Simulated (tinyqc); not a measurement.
Orbital energy against energy difference: ionisation energy by orbital energies and by energy differences in the cc-pvdz basis, for LiH, spin multiplicity 1. Computed by the program tinyqc with PySCF. 

Geometry (angstrom):
```
atom       x       y       z
Li    0.0000  0.0000  0.0000
H     0.0000  0.0000  1.4370
```

CCSD(T) difference in the same basis = 8.0684 eV

IP-EOM-CCSD = 8.0685 eV

The cation is unrestricted; errors are against CCSD(T) in this basis, not against experiment.

First vertical ionisation energy (eV):
```
method     -e(HOMO)  E(cation) - E  error of -e(HOMO)  error of the difference
HF            8.408        7.22151              0.339                   -0.847
LDA           4.472        8.42842             -3.596                    0.360
PBE           4.453        8.26296             -3.616                    0.195
B3LYP         5.431        8.50407             -2.637                    0.436
PBE0          5.567        8.22260             -2.502                    0.154
CAM-B3LYP     7.001        8.49161             -1.067                    0.423
LC-wPBE       8.322        8.30540              0.253                    0.237
```

Koopmans errs by +0.34 eV and Delta-HF by -0.85 eV: relaxation, 1.19 eV, lowers the value and the missing correlation difference works against it. The PBE level is off by -3.6 eV through the wrong tail of its potential, though its energy difference is off by +0.19 eV; exact exchange deepens the level, and among the orbital energies LC-wPBE comes closest; among the differences PBE0 does.
